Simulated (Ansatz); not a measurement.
SiEtH3 (C₂H₈Si), relaxed as a singlet with RKS PBE0-D4/def2-TZVP in Ansatz, starting from the GFN2-xTB geometry. Force threshold 0.02 eV/Å.

Another isomer (singlet) lies 0.54 eV lower at PBE0-D4/def2-TZVP; other spin states weren't run for this one.

Start:

```xyz
11

C    -0.223   -0.284   -0.616
C    -0.408    1.230   -0.568
Si    0.547   -0.988    0.974
H    -1.192   -0.753   -0.797
H     0.405   -0.538   -1.472
H    -0.842    1.600   -1.497
H    -1.068    1.510    0.250
H     0.547    1.729   -0.418
H    -0.271   -0.606    2.128
H     1.901   -0.452    1.142
H     0.605   -2.449    0.874
```

Question: Estimate the energy that the relaxation releases and the steps that it takes.

Answer: 3.3 kJ/mol, in 6 steps; 24 s on 2 threads of AMD EPYC 7R43 on a shared host. The force fell under the threshold at step 4, but the optimiser went on. No frequencies were taken in this run, so the end may be a saddle point.

Question: Does the start keep its bonding and symmetry?

Answer: By distances, no bond broke or formed. The bond that changes most is C1–Si3, from 1.90 to 1.88 Å (atoms count from 1).

Question: Predict the relaxed structure.

Answer: 
```xyz
11

C    -0.236   -0.280   -0.611
C    -0.397    1.237   -0.575
Si    0.531   -0.987    0.948
H    -1.206   -0.764   -0.764
H     0.387   -0.578   -1.462
H    -0.842    1.616   -1.499
H    -1.039    1.551    0.252
H     0.566    1.738   -0.446
H    -0.308   -0.657    2.133
H     1.886   -0.408    1.168
H     0.658   -2.468    0.856
```
Bond lengths: 1 × C–C 1.53 Å; 1 × C–Si 1.88 Å; 5 × C–H 1.09 to 1.10 Å; 3 × H–Si 1.49 Å.
